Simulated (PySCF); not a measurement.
Spectra and structures to be paired. The calculation used TDDFT wB97X-D/def2-SVPD, vertical, gas phase, core orbitals frozen in the response in PySCF. Geometries: GFN2-xTB; one conformer of each isolated species. Triplets are in the Tamm–Dancoff approximation.

A. `C=CC(=C)N=C` (C5H7N)
B. `C=C1CC[C@@H]1CF` (C6H9F)
C. `C=O` (CH2O)
D. `[H]/N=C(/C)C#CC` (C5H7N)
E. `CC[Si](P)(P)C#N` (C3H9NP2Si)

Lowest singlet levels (six at most, fewer where fewer were computed) with oscillator strengths:

1. 6.32 eV (f 0.057); 6.53 eV (f 0.063); 6.62 eV (f 0.011); 6.78 eV (f 0.131); 6.83 eV (f 0.168); 6.96 eV (f 0.126); T1 5.51 eV
2. 4.09 eV (f 0.000); 7.71 eV (f 0.029); 9.20 eV (f 0.069); 9.26 eV (f 0.116); 9.37 eV (f 0.000); 9.80 eV (f 0.000); T1 3.48 eV
3. 4.45 eV (f 0.034); 5.48 eV (f 0.035); 5.69 eV (f 0.343); 6.42 eV (f 0.235); 6.82 eV (f 0.006); 7.11 eV (f 0.107); T1 3.17 eV
4. 4.82 eV (f 0.003); 5.59 eV (f 0.001); 5.91 eV (f 0.159); 6.83 eV (f 0.002); 7.28 eV (f 0.015 summed over 2 states); 7.81 eV (f 0.171) [of 8 roots; the last level is left out, as the window may have cut its degenerate partner]; T1 4.09 eV
5. 6.96 eV (f 0.304); 7.35 eV (f 0.005); 7.37 eV (f 0.044); 7.94 eV (f 0.003); 8.22 eV (f 0.004); 8.44 eV (f 0.005); T1 4.41 eV

Question: Which spectrum belongs to which structure?

Answer: 1 = E, 2 = C, 3 = A, 4 = D, 5 = B.
- A: S1 at 4.45 eV, HOMO→LUMO (40%), HOMO-1→LUMO (28%), HOMO→LUMO+1 (19%); Löwdin shares by element: HOMO carbon 63% or more, nitrogen 13% (atoms not listed hold the other 24%); LUMO carbon 51% or more, nitrogen 16% (atoms not listed hold the other 34%); HOMO -8.37 and LUMO 0.64 eV.
- B: S1 at 6.96 eV, HOMO→LUMO (96%); Löwdin shares by element: HOMO carbon 79% or more (atoms not listed hold the other 21%); LUMO carbon 67% or more (atoms not listed hold the other 33%); HOMO -9.24 and LUMO 1.74 eV.
- C: S1 at 4.09 eV, HOMO→LUMO (99%); S1 has the pattern of n→π* at C=O; HOMO -9.84 and LUMO 0.63 eV; point group C2v, 3 of its 6 listed states under f = 0.0005.
- D: S1 at 4.82 eV, HOMO→LUMO (97%); Löwdin shares by element: HOMO nitrogen 49%, carbon 38% or more; LUMO carbon 55% or more, nitrogen 28% (atoms not listed hold the other 18%); HOMO -9.33 and LUMO 0.86 eV.
- E: S1 at 6.32 eV, HOMO→LUMO (47%), HOMO→LUMO+2 (36%); Löwdin shares by element: HOMO phosphorus 64%, silicon 12%, carbon 5% or more (atoms not listed hold the other 18%); LUMO phosphorus 33%, silicon 19%, carbon 17% or more (atoms not listed hold the other 31%); HOMO -9.64 and LUMO 0.92 eV.
